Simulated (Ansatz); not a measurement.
Relaxation of AlB2H5 (8 atoms, charge 0, multiplicity 1), to a largest force component of 0.02 eV/Å in at most 50 steps.

These are results of Ansatz 0.2.0, UHF/6-31G, not measurements.

```xyz
8
Properties=species:S:1:pos:R:3:forces:R:3
B -1.220 0.868 -1.229 0.85 -2.73 0.99
Al 0.254 0.479 0.219 2.77 2.34 2.52
B 0.976 -1.325 1.019 0.02 -0.92 0.08
H -0.628 -0.506 -0.571 -3.54 1.20 -3.49
H -1.514 1.953 -1.588 -0.03 -0.36 0.00
H 0.945 1.776 0.812 -0.13 0.45 -0.15
H 1.825 -1.379 1.838 0.20 0.26 0.17
H 0.577 -2.391 0.697 -0.14 -0.24 -0.12
```

Q: Where does it end, and by what steps?

A: The run converged. Limits of this set-up: no polarisation functions. After 17 steps the energy has fallen by 5.460 eV; H4 moved furthest, 1.93 Å. Parted: Al2–H4. Joined: B1–H4.

| step | energy less start (eV) | largest force component (eV/Å) | accepted |
| --- | --- | --- | --- |
| 0 | 0.0000 | 3.538 | yes |
| 1 | -1.5437 | 3.187 | yes |
| 2 | -2.5807 | 2.036 | yes |
| 3 | -3.5352 | 2.107 | yes |
| 4 | -4.4014 | 1.424 | yes |
| 5 | -4.8802 | 0.763 | yes |
| 6 | -5.0723 | 0.263 | yes |
| 7 | -5.1174 | 0.308 | yes |
| 8 | -5.1591 | 0.135 | yes |
| 9 | -5.1826 | 0.573 | yes |
| 10 | -5.2647 | 0.358 | yes |
| 11 | -5.2786 | 0.623 | yes |
| 12 | -5.4021 | 0.202 | yes |
| 13 | -5.4490 | 0.061 | yes |
| 14 | -5.4565 | 0.101 | yes |
| 15 | -5.4599 | 0.048 | yes |
| 16 | -5.4599 | 0.079 | yes |
| 17 | -5.4603 | 0.007 | yes |

```xyz
8
Properties=species:S:1:pos:R:3
B -0.991 0.737 -1.196
Al 0.183 0.460 0.593
B 1.268 -1.334 1.101
H -2.150 0.461 -1.248
H -0.529 1.183 -2.202
H 0.254 1.695 1.638
H 2.404 -1.507 0.781
H 0.776 -2.221 1.729
```

Whether the end is a true minimum wasn't checked by a vibrational analysis.

The run took 15 s on 1 thread of Arm Neoverse V2, on a shared host, peak memory 0.091 GiB.
